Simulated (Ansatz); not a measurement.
## Molecular dynamics of CH3F + Cl2

input.yaml

```yaml
crystal:
  periodic: [false, false, false]
  atoms:
    - { symbol: Cl, position_ang: [-0.158997, 0.847988, -2.741275] }
    - { symbol: Cl, position_ang: [-0.127049, -1.185423, -2.260614] }
    - { symbol: C, position_ang: [0.05699, 0.116309, 1.000092] }
    - { symbol: F, position_ang: [0.077157, -1.270542, 1.042255] }
    - { symbol: H, position_ang: [0.877983, 0.491169, 0.351817] }
    - { symbol: H, position_ang: [0.183757, 0.528382, 2.02545] }
    - { symbol: H, position_ang: [-0.909841, 0.471917, 0.582276] }
basis:
  gaussian: { orbitals: def2-SVP }
hamiltonian:
  xc: blyp
  dispersion: d4
md:
  timestep: 0.25
  n_steps: 150
  ensemble: nve
  temperature: 1000.0
  initial_velocities: maxwell_boltzmann
  seed: 930492
scf:
  lower_state_search: "off"
```

Launched with:

```bash
$ ansatz run input.yaml --threads 1 --pin off --max-ram 2048MiB --backend cpu --events-out ev --progress --plain --runs-dir out
```

It starts from a relaxed structure.

Output, in part (one step line in 2, the closing report, with atoms numbered from 0):

```
md step     0: t =     0.00 fs  T =  1000.0 K  F+E_penalty+E_count = -28834.85550895 eV  E_kin = 0.646300 eV  conserved = -28834.20920895 eV  (17 SCF iters)
md step     2: t =     0.50 fs  T =   987.0 K  F+E_penalty+E_count = -28834.84704423 eV  E_kin = 0.637868 eV  conserved = -28834.20917637 eV  (20 SCF iters)
md step     4: t =     1.00 fs  T =   950.6 K  F+E_penalty+E_count = -28834.82345591 eV  E_kin = 0.614355 eV  conserved = -28834.20910067 eV  (20 SCF iters)
md step     6: t =     1.50 fs  T =   898.0 K  F+E_penalty+E_count = -28834.78941055 eV  E_kin = 0.580405 eV  conserved = -28834.20900598 eV  (21 SCF iters)
md step     8: t =     2.00 fs  T =   838.5 K  F+E_penalty+E_count = -28834.75082313 eV  E_kin = 0.541907 eV  conserved = -28834.20891577 eV  (21 SCF iters)
md step    10: t =     2.50 fs  T =   780.7 K  F+E_penalty+E_count = -28834.71340391 eV  E_kin = 0.504557 eV  conserved = -28834.20884653 eV  (21 SCF iters)
md step    12: t =     3.00 fs  T =   731.5 K  F+E_penalty+E_count = -28834.68157054 eV  E_kin = 0.472763 eV  conserved = -28834.20880741 eV  (21 SCF iters)
md step    14: t =     3.50 fs  T =   694.8 K  F+E_penalty+E_count = -28834.65787045 eV  E_kin = 0.449072 eV  conserved = -28834.20879883 eV  (21 SCF iters)
md step    16: t =     4.00 fs  T =   671.7 K  F+E_penalty+E_count = -28834.64290882 eV  E_kin = 0.434093 eV  conserved = -28834.20881598 eV  (21 SCF iters)
md step    18: t =     4.50 fs  T =   660.3 K  F+E_penalty+E_count = -28834.63563218 eV  E_kin = 0.426780 eV  conserved = -28834.20885183 eV  (21 SCF iters)
md step    20: t =     5.00 fs  T =   657.4 K  F+E_penalty+E_count = -28834.63377917 eV  E_kin = 0.424880 eV  conserved = -28834.20889913 eV  (21 SCF iters)
md step    22: t =     5.50 fs  T =   658.3 K  F+E_penalty+E_count = -28834.63437991 eV  E_kin = 0.425430 eV  conserved = -28834.20894981 eV  (21 SCF iters)
md step    24: t =     6.00 fs  T =   658.1 K  F+E_penalty+E_count = -28834.63431483 eV  E_kin = 0.425321 eV  conserved = -28834.20899354 eV  (20 SCF iters)
md step    26: t =     6.50 fs  T =   653.0 K  F+E_penalty+E_count = -28834.63102195 eV  E_kin = 0.422006 eV  conserved = -28834.20901582 eV  (20 SCF iters)
md step    28: t =     7.00 fs  T =   641.2 K  F+E_penalty+E_count = -28834.62338515 eV  E_kin = 0.414383 eV  conserved = -28834.20900198 eV  (21 SCF iters)
md step    30: t =     7.50 fs  T =   624.6 K  F+E_penalty+E_count = -28834.61259547 eV  E_kin = 0.403650 eV  conserved = -28834.20894499 eV  (21 SCF iters)
md step    32: t =     8.00 fs  T =   609.0 K  F+E_penalty+E_count = -28834.60247249 eV  E_kin = 0.393616 eV  conserved = -28834.20885687 eV  (20 SCF iters)
md step    34: t =     8.50 fs  T =   603.2 K  F+E_penalty+E_count = -28834.59862223 eV  E_kin = 0.389850 eV  conserved = -28834.20877236 eV  (20 SCF iters)
md step    36: t =     9.00 fs  T =   615.1 K  F+E_penalty+E_count = -28834.60625816 eV  E_kin = 0.397521 eV  conserved = -28834.20873688 eV  (20 SCF iters)
md step    38: t =     9.50 fs  T =   647.9 K  F+E_penalty+E_count = -28834.62748495 eV  E_kin = 0.418706 eV  conserved = -28834.20877894 eV  (20 SCF iters)
md step    40: t =    10.00 fs  T =   697.4 K  F+E_penalty+E_count = -28834.65961638 eV  E_kin = 0.450726 eV  conserved = -28834.20888997 eV  (20 SCF iters)
md step    42: t =    10.50 fs  T =   753.0 K  F+E_penalty+E_count = -28834.69571943 eV  E_kin = 0.486692 eV  conserved = -28834.20902727 eV  (20 SCF iters)
md step    44: t =    11.00 fs  T =   801.5 K  F+E_penalty+E_count = -28834.72715406 eV  E_kin = 0.518014 eV  conserved = -28834.20914018 eV  (20 SCF iters)
md step    46: t =    11.50 fs  T =   831.6 K  F+E_penalty+E_count = -28834.74664469 eV  E_kin = 0.537449 eV  conserved = -28834.20919536 eV  (20 SCF iters)
md step    48: t =    12.00 fs  T =   837.4 K  F+E_penalty+E_count = -28834.75039634 eV  E_kin = 0.541211 eV  conserved = -28834.20918518 eV  (20 SCF iters)
md step    50: t =    12.50 fs  T =   819.3 K  F+E_penalty+E_count = -28834.73864986 eV  E_kin = 0.529526 eV  conserved = -28834.20912361 eV  (20 SCF iters)
md step    52: t =    13.00 fs  T =   782.7 K  F+E_penalty+E_count = -28834.71492229 eV  E_kin = 0.505887 eV  conserved = -28834.20903484 eV  (20 SCF iters)
md step    54: t =    13.50 fs  T =   735.9 K  F+E_penalty+E_count = -28834.68454669 eV  E_kin = 0.475603 eV  conserved = -28834.20894411 eV  (20 SCF iters)
md step    56: t =    14.00 fs  T =   687.3 K  F+E_penalty+E_count = -28834.65309608 eV  E_kin = 0.444225 eV  conserved = -28834.20887151 eV  (21 SCF iters)
md step    58: t =    14.50 fs  T =   644.1 K  F+E_penalty+E_count = -28834.62511299 eV  E_kin = 0.416285 eV  conserved = -28834.20882816 eV  (21 SCF iters)
md step    60: t =    15.00 fs  T =   610.5 K  F+E_penalty+E_count = -28834.60337228 eV  E_kin = 0.394556 eV  conserved = -28834.20881621 eV  (21 SCF iters)
md step    62: t =    15.50 fs  T =   587.8 K  F+E_penalty+E_count = -28834.58870188 eV  E_kin = 0.379871 eV  conserved = -28834.20883122 eV  (21 SCF iters)
md step    64: t =    16.00 fs  T =   574.6 K  F+E_penalty+E_count = -28834.58022830 eV  E_kin = 0.371363 eV  conserved = -28834.20886538 eV  (21 SCF iters)
md step    66: t =    16.50 fs  T =   567.8 K  F+E_penalty+E_count = -28834.57586285 eV  E_kin = 0.366954 eV  conserved = -28834.20890934 eV  (21 SCF iters)
md step    68: t =    17.00 fs  T =   563.1 K  F+E_penalty+E_count = -28834.57291293 eV  E_kin = 0.363961 eV  conserved = -28834.20895203 eV  (21 SCF iters)
md step    70: t =    17.50 fs  T =   556.8 K  F+E_penalty+E_count = -28834.56881063 eV  E_kin = 0.359831 eV  conserved = -28834.20897980 eV  (20 SCF iters)
md step    72: t =    18.00 fs  T =   546.2 K  F+E_penalty+E_count = -28834.56197423 eV  E_kin = 0.352996 eV  conserved = -28834.20897811 eV  (20 SCF iters)
md step    74: t =    18.50 fs  T =   531.9 K  F+E_penalty+E_count = -28834.55267535 eV  E_kin = 0.343737 eV  conserved = -28834.20893789 eV  (21 SCF iters)
md step    76: t =    19.00 fs  T =   517.8 K  F+E_penalty+E_count = -28834.54351704 eV  E_kin = 0.334652 eV  conserved = -28834.20886550 eV  (21 SCF iters)
md step    78: t =    19.50 fs  T =   510.9 K  F+E_penalty+E_count = -28834.53896185 eV  E_kin = 0.330173 eV  conserved = -28834.20878870 eV  (21 SCF iters)
md step    80: t =    20.00 fs  T =   518.1 K  F+E_penalty+E_count = -28834.54362450 eV  E_kin = 0.334876 eV  conserved = -28834.20874800 eV  (21 SCF iters)
md step    82: t =    20.50 fs  T =   543.2 K  F+E_penalty+E_count = -28834.55986509 eV  E_kin = 0.351091 eV  conserved = -28834.20877417 eV  (21 SCF iters)
md step    84: t =    21.00 fs  T =   583.6 K  F+E_penalty+E_count = -28834.58603576 eV  E_kin = 0.377171 eV  conserved = -28834.20886492 eV  (21 SCF iters)
md step    86: t =    21.50 fs  T =   630.8 K  F+E_penalty+E_count = -28834.61664981 eV  E_kin = 0.407666 eV  conserved = -28834.20898394 eV  (21 SCF iters)
md step    88: t =    22.00 fs  T =   673.8 K  F+E_penalty+E_count = -28834.64453064 eV  E_kin = 0.435448 eV  conserved = -28834.20908287 eV  (21 SCF iters)
md step    90: t =    22.50 fs  T =   703.3 K  F+E_penalty+E_count = -28834.66367711 eV  E_kin = 0.454549 eV  conserved = -28834.20912826 eV  (21 SCF iters)
md step    92: t =    23.00 fs  T =   715.1 K  F+E_penalty+E_count = -28834.67128495 eV  E_kin = 0.462170 eV  conserved = -28834.20911470 eV  (21 SCF iters)
md step    94: t =    23.50 fs  T =   710.3 K  F+E_penalty+E_count = -28834.66812952 eV  E_kin = 0.459069 eV  conserved = -28834.20906024 eV  (21 SCF iters)
md step    96: t =    24.00 fs  T =   694.0 K  F+E_penalty+E_count = -28834.65752551 eV  E_kin = 0.448533 eV  conserved = -28834.20899268 eV  (21 SCF iters)
md step    98: t =    24.50 fs  T =   672.6 K  F+E_penalty+E_count = -28834.64366662 eV  E_kin = 0.434731 eV  conserved = -28834.20893533 eV  (21 SCF iters)
md step   100: t =    25.00 fs  T =   651.8 K  F+E_penalty+E_count = -28834.63018628 eV  E_kin = 0.421287 eV  conserved = -28834.20889966 eV  (21 SCF iters)
md step   102: t =    25.50 fs  T =   635.2 K  F+E_penalty+E_count = -28834.61942657 eV  E_kin = 0.410542 eV  conserved = -28834.20888491 eV  (21 SCF iters)
md step   104: t =    26.00 fs  T =   624.4 K  F+E_penalty+E_count = -28834.61242364 eV  E_kin = 0.403539 eV  conserved = -28834.20888445 eV  (21 SCF iters)
md step   106: t =    26.50 fs  T =   619.5 K  F+E_penalty+E_count = -28834.60926800 eV  E_kin = 0.400375 eV  conserved = -28834.20889262 eV  (21 SCF iters)
md step   108: t =    27.00 fs  T =   619.7 K  F+E_penalty+E_count = -28834.60944533 eV  E_kin = 0.400538 eV  conserved = -28834.20890779 eV  (21 SCF iters)
md step   110: t =    27.50 fs  T =   623.6 K  F+E_penalty+E_count = -28834.61195993 eV  E_kin = 0.403029 eV  conserved = -28834.20893141 eV  (21 SCF iters)
md step   112: t =    28.00 fs  T =   628.7 K  F+E_penalty+E_count = -28834.61530080 eV  E_kin = 0.406337 eV  conserved = -28834.20896367 eV  (21 SCF iters)
md step   114: t =    28.50 fs  T =   632.0 K  F+E_penalty+E_count = -28834.61748063 eV  E_kin = 0.408481 eV  conserved = -28834.20899976 eV  (21 SCF iters)
md step   116: t =    29.00 fs  T =   630.3 K  F+E_penalty+E_count = -28834.61638741 eV  E_kin = 0.407360 eV  conserved = -28834.20902740 eV  (21 SCF iters)
md step   118: t =    29.50 fs  T =   621.3 K  F+E_penalty+E_count = -28834.61055229 eV  E_kin = 0.401523 eV  conserved = -28834.20902954 eV  (21 SCF iters)
md step   120: t =    30.00 fs  T =   605.2 K  F+E_penalty+E_count = -28834.60015725 eV  E_kin = 0.391164 eV  conserved = -28834.20899304 eV  (21 SCF iters)
md step   122: t =    30.50 fs  T =   586.2 K  F+E_penalty+E_count = -28834.58776126 eV  E_kin = 0.378841 eV  conserved = -28834.20891979 eV  (21 SCF iters)
md step   124: t =    31.00 fs  T =   571.3 K  F+E_penalty+E_count = -28834.57804109 eV  E_kin = 0.369205 eV  conserved = -28834.20883620 eV  (21 SCF iters)
md step   126: t =    31.50 fs  T =   568.4 K  F+E_penalty+E_count = -28834.57614374 eV  E_kin = 0.367360 eV  conserved = -28834.20878410 eV  (21 SCF iters)
md step   128: t =    32.00 fs  T =   582.4 K  F+E_penalty+E_count = -28834.58517108 eV  E_kin = 0.376374 eV  conserved = -28834.20879680 eV  (21 SCF iters)
md step   130: t =    32.50 fs  T =   611.7 K  F+E_penalty+E_count = -28834.60423279 eV  E_kin = 0.395358 eV  conserved = -28834.20887465 eV  (21 SCF iters)
md step   132: t =    33.00 fs  T =   649.0 K  F+E_penalty+E_count = -28834.62844630 eV  E_kin = 0.419463 eV  conserved = -28834.20898300 eV  (21 SCF iters)
md step   134: t =    33.50 fs  T =   683.8 K  F+E_penalty+E_count = -28834.65098849 eV  E_kin = 0.441913 eV  conserved = -28834.20907521 eV  (21 SCF iters)
md step   136: t =    34.00 fs  T =   706.8 K  F+E_penalty+E_count = -28834.66590587 eV  E_kin = 0.456787 eV  conserved = -28834.20911932 eV  (21 SCF iters)
md step   138: t =    34.50 fs  T =   713.3 K  F+E_penalty+E_count = -28834.67009758 eV  E_kin = 0.460987 eV  conserved = -28834.20911047 eV  (21 SCF iters)
md step   140: t =    35.00 fs  T =   703.5 K  F+E_penalty+E_count = -28834.66370794 eV  E_kin = 0.454643 eV  conserved = -28834.20906541 eV  (21 SCF iters)
md step   142: t =    35.50 fs  T =   681.1 K  F+E_penalty+E_count = -28834.64921023 eV  E_kin = 0.440202 eV  conserved = -28834.20900786 eV  (21 SCF iters)
md step   144: t =    36.00 fs  T =   651.5 K  F+E_penalty+E_count = -28834.63000839 eV  E_kin = 0.421052 eV  conserved = -28834.20895603 eV  (21 SCF iters)
md step   146: t =    36.50 fs  T =   619.5 K  F+E_penalty+E_count = -28834.60931125 eV  E_kin = 0.400394 eV  conserved = -28834.20891752 eV  (21 SCF iters)
md step   148: t =    37.00 fs  T =   589.1 K  F+E_penalty+E_count = -28834.58960604 eV  E_kin = 0.380714 eV  conserved = -28834.20889172 eV  (21 SCF iters)
md step   150: t =    37.50 fs  T =   562.8 K  F+E_penalty+E_count = -28834.57261638 eV  E_kin = 0.363740 eV  conserved = -28834.20887591 eV  (21 SCF iters)
Total energy: -28834.57289453 eV, -1059.6510090983 hartree
Atom 0 at    -0.094080     0.869834    -2.806245 Å, force    -0.032543    -0.654011     0.116647 eV/Å
Atom 1 at    -0.165242    -1.143477    -2.060657 Å, force     0.045049     0.424833    -0.662317 eV/Å
Atom 2 at    -0.117596     0.018599     0.815017 Å, force    -0.670807     1.425220     2.694610 eV/Å
Atom 3 at     0.185907    -1.312210     0.926446 Å, force     0.428435    -0.497849    -0.487710 eV/Å
Atom 4 at    -0.290290     0.371273    -0.212808 Å, force     0.493558    -0.001964     0.012379 eV/Å
Atom 5 at     0.637922     0.662436     1.445343 Å, force    -0.746130    -0.796088    -1.268887 eV/Å
Atom 6 at    -1.104943     0.163906     1.367690 Å, force     0.482439     0.099861    -0.404723 eV/Å
Dipole moment:    -0.072815     0.263980    -0.093442 e Å
```

The run went to its last step. The conserved energy stayed within 0.068 meV per atom of its start (net change 0.048 meV per atom), so the integration is sound. A run of 0.037 ps of so small a system gives no equilibrium averages.

The same pairs are bonded in the first frame and the last. Pairs count as bonded within 1.25 times the sum of covalent radii (0.12 Å more for H–H).

Last frame:

```xyz
7
Properties=species:S:1:pos:R:3
Cl -0.094 0.870 -2.806
Cl -0.165 -1.143 -2.061
C -0.118 0.019 0.815
F 0.186 -1.312 0.926
H -0.290 0.371 -0.213
H 0.638 0.662 1.445
H -1.105 0.164 1.368
```

The run took 2.9 min on 1 thread of Arm Neoverse V2, on a shared host, peak memory 0.11 GiB.
